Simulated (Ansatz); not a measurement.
# C4H9N: the cost of one run

All numbers below are computed with Ansatz 0.2.0 (RHF/def2-mTZVP).

## (1) The system as given

Bond lengths: C1–C2 1.330 Å, C2–C3 1.495 Å, C3–C4 1.559 Å, C4–N5 1.437 Å, C1–H6 1.078 Å, C1–H7 1.107 Å, C2–H8 1.041 Å, C3–H9 1.135 Å, C3–H10 1.048 Å, C4–H11 1.081 Å, C4–H12 1.143 Å, N5–H13 0.973 Å, N5–H14 1.008 Å. Angles (14 of 21 angles, heavy atoms first): C1–C2–C3 123.6°, C2–C3–C4 112.8°, C3–C4–N5 112.9°, C1–C2–H8 120.7°, C3–C2–H8 115.8°, C2–C1–H6 124.8°, C2–C1–H7 120.0°, C2–C3–H9 107.7°, C2–C3–H10 110.0°, C4–C3–H9 105.1°, C4–C3–H10 112.0°, C3–C4–H11 111.6°, C3–C4–H12 104.8°, N5–C4–H11 115.3°.

Structure file:

```xyz
14

C    -0.7134    1.7109    1.5203
C    -1.0566    0.7782    0.6369
C    -0.1830    0.3562   -0.5010
C     0.3601   -1.0964   -0.3390
N     1.1486   -1.5264   -1.4605
H     0.1706    2.3248    1.4557
H    -1.4337    2.0264    2.2992
H    -1.9671    0.2793    0.7180
H     0.7384    1.0192   -0.4935
H    -0.6893    0.4872   -1.4088
H     0.8157   -1.2446    0.6298
H    -0.5733   -1.7538   -0.2938
H     1.4037   -2.4527   -1.3048
H     1.9662   -0.9377   -1.4295
```

## (2) Relaxing end A

File input.yaml:

```yaml
crystal:
  periodic: [false, false, false]
  atoms:
    - { symbol: C, position_ang: [-0.7134, 1.7109, 1.5203] }
    - { symbol: C, position_ang: [-1.0566, 0.7782, 0.6369] }
    - { symbol: C, position_ang: [-0.183, 0.3562, -0.501] }
    - { symbol: C, position_ang: [0.3601, -1.0964, -0.339] }
    - { symbol: "N", position_ang: [1.1486, -1.5264, -1.4605] }
    - { symbol: H, position_ang: [0.1706, 2.3248, 1.4557] }
    - { symbol: H, position_ang: [-1.4337, 2.0264, 2.2992] }
    - { symbol: H, position_ang: [-1.9671, 0.2793, 0.718] }
    - { symbol: H, position_ang: [0.7384, 1.0192, -0.4935] }
    - { symbol: H, position_ang: [-0.6893, 0.4872, -1.4088] }
    - { symbol: H, position_ang: [0.8157, -1.2446, 0.6298] }
    - { symbol: H, position_ang: [-0.5733, -1.7538, -0.2938] }
    - { symbol: H, position_ang: [1.4037, -2.4527, -1.3048] }
    - { symbol: H, position_ang: [1.9662, -0.9377, -1.4295] }
basis:
  gaussian: { orbitals: def2-mTZVP }
hamiltonian:
  xc: hf
relax:
  f_tol: 0.015
  max_steps: 40
```

On the command line:

```sh
> ansatz run input.yaml --threads 2 --pin off --max-ram 3072MiB --backend cpu --events-out ev --progress --plain --runs-dir out
```

Q: Estimate wall time and peak memory on 2 threads of AMD EPYC 7B13 (Zen 3), shared host.

About 20 s, with a peak of 0.27 GiB.
